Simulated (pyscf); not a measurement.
Four-centre exchange: `[OH][Zn][Cl]` + `[H][H]` → `[OH][ZnH]` + `[ClH]`

Gas phase, singlet surface, charge 0. Bonds broken: Zn2–Cl3, H5–H6. Bonds formed: Zn2–H5, Cl3–H6. Single points on ωB97X-D3(BJ)/def2-SVP structures (PySCF, gas phase).

Transition state (Å):

```xyz
6

O     -2.1990     0.7982     1.1612
Zn    -1.0339     0.0814     0.0258
Cl    -0.0822    -2.1661     0.0452
H     -2.4512     1.7052     0.9577
H     -0.0198     0.0437    -1.3139
H      0.1302    -0.9906    -0.9184
```

One imaginary mode, 1046i cm⁻¹; descent along it reached the two sides named, in the forms told below.

```tsv
bond	change	reactant side (Å)	saddle	product side
Zn2–Cl3	breaks	2.103	2.441	2.8
H5–H6	breaks	0.763	1.117	3.1
Zn2–H5	forms	2.421	1.681	1.534
Cl3–H6	forms	3.3	1.535	1.286
```

Electronic energies relative to the separated reactants (kcal/mol):

| level | barrier | reaction energy | reverse barrier |
|---|---|---|---|
| ωB97X-D3(BJ)/def2-TZVP | 36.6 | +26.3 | 10.2 |
| PBE/def2-TZVP | 30.1 | +22.6 | 7.5 |
| r²SCAN/def2-TZVP | 31.6 | +24.8 | 6.8 |
| B3LYP-D3(BJ)/def2-TZVP | 35.0 | +24.0 | 11.0 |
| PBE0-D3(BJ)/def2-TZVP | 32.2 | +24.1 | 8.1 |
| M06-2X/def2-TZVP | 36.8 | +29.0 | 7.8 |
| ωB97M-D3(BJ)/def2-TZVP | 36.0 | +23.2 | 12.8 |
| HF/def2-TZVP | 48.4 | +27.1 | 21.3 |

With ωB97M-D3(BJ)/def2-TZVP energies and thermal terms (ideal gas, 1 atm, RRHO with modes under 100 cm⁻¹ raised to 100, one conformer, R ln 2 for chiral ones without a mode under 150 cm⁻¹), in kcal/mol:

| T (K) | ΔH‡ | ΔG‡ | ΔH | ΔG |
|---|---|---|---|---|
| 298 | 35.5 | 43.4 | +23.6 | +22.3 |
| 600 | 34.8 | 51.7 | +23.0 | +21.3 |
| 900 | 34.7 | 60.2 | +22.6 | +20.6 |
| 1200 | 35.0 | 68.6 | +22.5 | +19.9 |

On the product side the descent ends in a complex, 4.6 kcal/mol under the separated species and 14.8 kcal/mol under the saddle at ωB97X-D3(BJ)/def2-TZVP. The same reactants have a lower exit, to H₂O + Cl–ZnH (barrier +21.7 kcal/mol at ωB97M-D3(BJ)/def2-TZVP, against +36.0 kcal/mol here). One saddle was located; it need not be the lowest between these sides. Elements up to Kr have no core potential and no relativistic terms here.
